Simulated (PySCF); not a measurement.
Working out the ionisation energy of Al

Al [Ne] 3s2 3p1 (2P) → Al⁺ [Ne] 3s2 (1S). All numbers are calculated (PySCF 2.14, scalar relativity by spin-free X2C-1e, in x2c-TZVPPall with one added diffuse shell each of s, p, d type (6s6p4d1f, 51 functions)). Frozen: 1s2. Energies in hartree (1 hartree = 27.21139 eV):

| part | Al (lower) | Al⁺ (upper) |
| --- | --- | --- |
| UHF | -242.310246 | -242.104834 |
| MP2 opposite-spin | -0.139747 | -0.134730 |
| MP2 same-spin | -0.047274 | -0.045103 |

Question: What does Hartree-Fock give?

Answer: (-242.104834) − (-242.310246) = 0.205412 hartree = 5.590 eV.

Question: What do MP2 and SCS-MP2 (6/5 opposite-spin, 1/3 same-spin) give?

Answer: The opposite-spin parts differ by 0.137 eV and the same-spin parts by 0.059 eV. MP2: 5.590 + (0.137) + (0.059) = 5.786 eV. SCS-MP2: 5.590 + 1.2 × (0.137) + (0.059)/3 = 5.774 eV.

Measured between the centres of the two terms (NIST): 5.977 eV, so MP2 (valence and next inner shell) is off by -0.191 eV.

What remains against the reference includes basis incompleteness, the frozen core and correlation beyond second order.
